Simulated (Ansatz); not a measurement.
For rock-salt TiC, LDA (plane waves, PAW; Ansatz, a first-principles code) gives:

| Property | Value |
|---|---|
| lattice parameter a | 4.261 Å |
| bulk modulus | 282 GPa |
| cohesive energy | 8.64 eV/atom |
| zone-centre TO phonon frequency | 553 cm⁻¹ |
| elastic constant C11 | 588 GPa |
| elastic constant C44 | 177 GPa |
| Voigt–Reuss–Hill shear modulus | 196 GPa |
| enthalpy of formation | -0.946 eV/atom |

Problem. What does r²SCAN (plane waves, PAW; Ansatz) give for the same quantities?

Solution. 
- lattice constant a: 4.328 Å (rises by 1.6 %)
- bulk modulus: 262 GPa (falls by 7.1 %)
- cohesive energy: 7.13 eV/atom (shrinks by 1.51 eV/atom)
- zone-centre TO phonon frequency: 510 cm⁻¹ (falls by 7.8 %)
- elastic constant C11: 530 GPa (falls by 9.9 %)
- elastic constant C44: 190 GPa (goes up by 7.3 %)
- Voigt–Reuss–Hill shear modulus: 194 GPa (hardly moves)
- formation enthalpy: -0.989 eV/atom (moves by -0.043 eV/atom)

For comparison: lattice constant a 4.33 Å (measured, temperature not stated, no zero-point or thermal correction; as tabulated in Zhang et al. (2018), doi:10.1088/1367-2630/aac7f0); bulk modulus 240 GPa (measured, temperature not stated, no zero-point or thermal correction, sources range from 235 to 268; as tabulated in Krasnenko and Brik (2013), arXiv:1306.3139); cohesive energy 7.16 eV/atom (measured, temperature not stated, as the source gives it; zero-point correction not stated; as tabulated in Vojvodic and Ruberto (2010), arXiv:1005.0508); elastic constant C11 500 GPa (measured, temperature not stated, not corrected to a static lattice, sources range from 500 to 514; as tabulated in Jochym et al. (1999), arXiv:1301.6077); elastic constant C44 175 GPa (measured, temperature not stated, no zero-point or thermal correction; as tabulated in Jochym et al. (1999), arXiv:1301.6077); formation enthalpy -0.956 ± 0.02 eV/atom (measured, 298 K, copied from a table, unchecked, not corrected to a static lattice; as tabulated in Wang et al. (2021), doi:10.1038/s41598-021-94550-5).

Changes are worked out from the printed values.

Unless a cell is named, each level is at its own relaxed cell (LDA 9.67, r²SCAN 10.13 Å³/atom).

Ansatz's density-functional and Hartree–Fock values are scalar-relativistic unless marked +SOC, with PAW data made under PBE.
